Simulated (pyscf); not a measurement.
## Four-centre exchange: H₃Si–SH + HCl → H₂S + H₃Si–Cl

Gas phase, singlet surface, charge 0. Bonds broken: S1–Si2, Cl7–H8. Bonds formed: S1–H8, Si2–Cl7. Structures and frequencies: ωB97X-D3(BJ)/def2-SVP in PySCF. Correlated levels are frozen-core, on RHF or UHF. ΔMP2 is the change of the MP2 total energy from the triple- to the quadruple-zeta basis.

Transition state (Å):

```xyz
8

S     -0.9777     0.9982     1.3428
Si    -0.2484    -0.4563    -0.3895
H      0.2695     1.4221     1.6355
H     -0.1750     0.7554    -1.2881
H     -1.3671    -1.2297    -0.9731
H      1.1627    -0.9107    -0.3913
Cl    -0.4499    -1.9762     1.5896
H     -0.8826    -0.2132     2.0877
```

One imaginary mode, 435i cm⁻¹; descent along it reached the two sides named, in the forms told below.

| bond | change | reactant side (Å) | saddle | product side |
|---|---|---|---|---|
| S1–Si2 | breaks | 2.161 | 2.377 | 3.6 |
| Cl7–H8 | breaks | 1.295 | 1.882 | 3.1 |
| S1–H8 | forms | 2.421 | 1.425 | 1.346 |
| Si2–Cl7 | forms | 3.7 | 2.503 | 2.077 |

Electronic energies relative to the separated reactants (kJ/mol):

```
level                             barrier  reaction energy  reverse barrier
--------------------------------  -------  ---------------  ---------------
ωB97X-D3(BJ)/def2-TZVP              103.4            -36.5            139.9
PBE/def2-TZVP                        85.9            -35.3            121.2
r²SCAN/def2-TZVP                     93.7            -38.5            132.2
B3LYP-D3(BJ)/def2-TZVP               99.8            -39.9            139.6
PBE0-D3(BJ)/def2-TZVP                93.1            -35.6            128.7
M06-2X/def2-TZVP                    109.5            -42.2            151.8
ωB97M-D3(BJ)/def2-TZVP              110.0            -40.3            150.3
HF/def2-TZVP                        176.0            -49.0            225.0
MP2/def2-QZVPP                      110.4            -38.6            149.1
CCSD/def2-TZVPP                     134.7            -38.6            173.3
CCSD(T)/def2-TZVPP                  124.1            -37.1            161.1
CCSD(T)/def2-TZVPP + ΔMP2(QZVPP)    118.8            -37.7            156.5
```

With CCSD(T)/def2-TZVPP + ΔMP2(QZVPP) energies and thermal terms (ideal gas, 1 atm, RRHO with modes under 100 cm⁻¹ raised to 100, one conformer, R ln 2 for rigid chiral ones), in kJ/mol:

```json
[
 {"T (K)": "298", "ΔH‡": "118.1", "ΔG‡": "159.9", "ΔH": "-37.2", "ΔG": "-36.5"},
 {"T (K)": "600", "ΔH‡": "117.6", "ΔG‡": "202.5", "ΔH": "-39.3", "ΔG": "-34.9"},
 {"T (K)": "900", "ΔH‡": "118.6", "ΔG‡": "244.8", "ΔH": "-41.1", "ΔG": "-32.3"},
 {"T (K)": "1200", "ΔH‡": "120.1", "ΔG‡": "286.6", "ΔH": "-42.6", "ΔG": "-29.1"}
]
```

On the reactant side the descent ends in a complex, 17.9 kJ/mol under the separated species and 121.3 kJ/mol under the saddle at ωB97X-D3(BJ)/def2-TZVP. One saddle was located; it need not be the lowest between these sides. The CCSD(T) − MP2 part came from Ansatz, without density fitting, on the same reference.
